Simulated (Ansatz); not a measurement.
# RPA@PBE0/cc-pVTZ run of [BF2]+ (SMILES F[B+]F)

Aim: the vertical singlet–triplet gap of [BF2]+ at RPA@PBE0/cc-pVTZ, from 2 runs. 

The results are computed with Ansatz 0.2.0.

6 further runs of the same task are left out: 3 that didn't finish, 3 set aside as unsound or not needed.

## 1. Starting point

The species is [BF2]+ (3 atoms), meant as a singlet with charge +1. SMILES: `F[B+]F`. The shape is that of a PBE0-D4/def2-TZVP optimisation.

Bond lengths: F1–B2 1.226 Å, B2–F3 1.226 Å. Angles: F1–B2–F3 180.0°.

## 2. The energy at RPA@PBE0/cc-pVTZ

input.yaml reads:

```yaml
crystal:
  periodic: [false, false, false]
  atoms:
    - {symbol: F, position_ang: [0.329710, 1.140520, 0.307700]}
    - {symbol: B, position_ang: [0.000000, -0.000000, 0.000000]}
    - {symbol: F, position_ang: [-0.329720, -1.140520, -0.307700]}
basis:
  gaussian:
    orbitals: cc-pVTZ
correlation:
  method: rpa
  frozen_orbitals: {B: 1, F: 1}
total_charge: 1
accuracy: high
hamiltonian:
  xc: pbe0
```

Started as:

```
$ ansatz run input.yaml --threads 1 --pin off --max-ram 3480MiB --events-out events.jsonl --progress --plain --runs-dir runs
```

Output:

```text
Warning: RAYON_NUM_THREADS=1 ignored (pool sized by the plan → 1); use --threads N
Functional definition: PBE0
  name "PBE0"
  parameter a = 0.25
  parameter kappa = 0.804
  parameter beta = 0.06672455060314922
  exchange = (1 - a)*pbe_x(kappa = kappa, mu = beta*pi^2/3) + a*exact_x
  correlation = pbe_c(beta = beta)
1354 factors; integrals over basis functions are off by at most 4.1e-9 eV
mean field evaluation 1: about -6088.8053 eV, gradient 8.9e1 eV
mean field evaluation 2: about -6088.8002 eV, gradient 8.9e1 eV
mean field evaluation 4: about -6098.3354 eV, gradient 8.6e0 eV
mean field evaluation 8: about -6098.4690 eV, gradient 3.6e-2 eV
mean field evaluation 16: about -6098.4690 eV, gradient 3.2e-8 eV
mean field -6098.46902082 eV, -224.1146028244 hartree, gradient 2.7e-8 eV, S^2 0.000000; 0 other end points of the search recorded, 0 dependent functions left out
3 core orbitals not correlated: weight in the atoms' cores, before any rotation towards them, 1.000 or more for the frozen orbitals, at most 0.000 for the correlated occupied ones
reference -6078.55028667 eV, -223.3826028456 hartree; 8, 8 occupied and 79, 79 virtual orbitals, 1354 factors
Total energy: -6099.92914938 eV, -224.1682615594 hartree
```

Run time: 3.6 s. Hardware: 1 thread of Arm Neoverse V2, shared host; peak memory 0.2 GiB.

## 3. The triplet, same level

run.yaml reads:

```yaml
crystal:
  periodic: [false, false, false]
  atoms:
    - symbol: F
      position_ang: [0.329710, 1.140520, 0.307700]
    - symbol: B
      position_ang: [0.000000, -0.000000, 0.000000]
    - symbol: F
      position_ang: [-0.329720, -1.140520, -0.307700]
basis:
  gaussian:
    orbitals: cc-pVTZ
total_charge: 1
magnetization:
  spin_polarized: true
  initial_magnetization: 2
accuracy: high
hamiltonian:
  xc: {name: PBE0}
correlation:
  method: rpa
  frozen_orbitals: {B: 1, F: 1}
```

Started as:

```
$ ansatz run run.yaml --threads 1 --pin off --max-ram 3480MiB --events-out events.jsonl --progress --plain --runs-dir runs
```

Output (excerpt; [...] marks lines left out):

```text
Warning: RAYON_NUM_THREADS=1 ignored (pool sized by the plan → 1); use --threads N
[... 2 set-up lines as earlier in the session ...]
[...]
1354 factors; integrals over basis functions are off by at most 4.1e-9 eV
[...]
mean field -6087.20121393 eV, -223.7005185588 hartree, gradient 1.8e-8 eV, S^2 2.004229; 18 other end points of the search recorded, 0 dependent functions left out
3 core orbitals not correlated: weight in the atoms' cores, before any rotation towards them, 1.000 or more for the frozen orbitals, at most 0.000 for the correlated occupied ones
reference -6066.18904704 eV, -222.9283356680 hartree; 9, 7 occupied and 78, 80 virtual orbitals, 1354 factors
Total energy: -6088.59123655 eV, -223.7516009479 hartree
```

Run time: 2.4 min. Hardware: 1 thread of Arm Neoverse V2, shared host; peak memory 0.27 GiB.

## 4. What came out

At RPA@PBE0/cc-pVTZ, 3 core orbitals frozen:

```
                                        quantity          value
                           singlet: total energy  -224.16826 Eh
       singlet: RPA correlation energy (valence)     -785.7 mEh
                           triplet: total energy  -223.75160 Eh
       triplet: RPA correlation energy (valence)     -823.3 mEh
      triplet: ⟨S²⟩ of the reference determinant          2.004
vertical energy of the triplet above the singlet      11.338 eV
```

What this shows: At this shape the triplet lies 11.34 eV (1094 kJ/mol) above the singlet.
